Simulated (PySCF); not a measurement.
These compounds are isomers of formula C₄H₇F.

A. SMILES C/C=C\CF
B. `C=C[C@H](C)F`
C. SMILES C(=C\C)(/C)F

Spectrum 1. 1H NMR (500 MHz, computed): δ 6.06 (m, 1H), 5.70 (m, 1H), 5.57 (dtq, J = 54.1, 3.8, 2.5 Hz, 2H), 1.66 (dq, J = 7.9, 2.5 Hz, 3H). 13C{1H} NMR (computed): δ 138.1 (CH, d, J = 28.0 Hz), 131.1 (CH, d, J = 11.2 Hz), 85.1 (CH2, d, J = 216.5 Hz), 17.0 (CH3).

Spectrum 2. 1H NMR (500 MHz, computed): δ 4.71 (dqq, J = 27.7, 7.6, 1.2 Hz, 1H), 1.99 (d of quint, J = 14.9, 1.7 Hz, 3H), 1.78 (ddq, J = 7.6, 3.4, 1.9 Hz, 3H). 13C{1H} NMR (computed): δ 167.0 (C, d, J = 317.0 Hz), 108.0 (CH, d, J = 15.4 Hz), 21.3 (CH3, d, J = 27.8 Hz), 12.4 (CH3, d, J = 6.8 Hz).

Spectrum 3. 1H NMR (500 MHz, computed): δ 6.05 (m, 1H), 5.86 (m, 1H), 5.54 (m, 1H), 5.37 (dqq, J = 55.3, 6.9, 2.7 Hz, 1H), 1.39 (dd, J = 22.2, 6.9 Hz, 3H). 13C{1H} NMR (computed): δ 147.2 (CH, d, J = 14.6 Hz), 119.0 (CH2, d, J = 13.1 Hz), 93.0 (CH, d, J = 229.6 Hz), 24.6 (CH3, d, J = 22.3 Hz).

Computational details: shieldings: GIAO PBE0/pcSseg-1, couplings computed with B3LYP/pcJ-1 (spin–dipole term left out of most H,H and C,H couplings), structure optimised with GFN2-xTB, in PySCF 2.14 (rapidly exchanging positions averaged, in vacuum, one computed conformer, non-relativistic).

Shifts are taken against calculated references (same method and geometry level): TMS for 1H (σref 31.72) and 13C (σref 186.93). Multiplet labels drop J under 1 Hz and among equivalent protons, and merge close values. Unscaled 3J(H,H) run several per cent high. Vicinal couplings that depend on rotamer populations or ring flexing (ring, CH–CH, X–H and H–F types) are those of the one conformer. One-bond C–F couplings are unscaled and too large by tens of Hz. Shifts are as computed. Against solution values, carbons near 30 ppm lie about +3 ppm off and those near 130 ppm about +5 ppm. Of 1211 compounds with measured shifts, 218 miss one by over three times the rms of a fit or turn the order of signals round; such compounds aren't used in these exercises.

Q: Match each spectrum to its structure.

A: 1–A, 2–C, 3–B.

- Spectrum 1 (A): 4 13C signals; δC 138.1 is an alkene CH; δC 131.1 is an alkene CH.
- Spectrum 2 (C): 4 13C signals; δC 108.0 is an alkene CH; δC 21.3 is an allylic methyl carbon.
- Spectrum 3 (B): 4 13C signals; δC 147.2 is an alkene CH; δC 119.0 is a terminal =CH2 carbon.
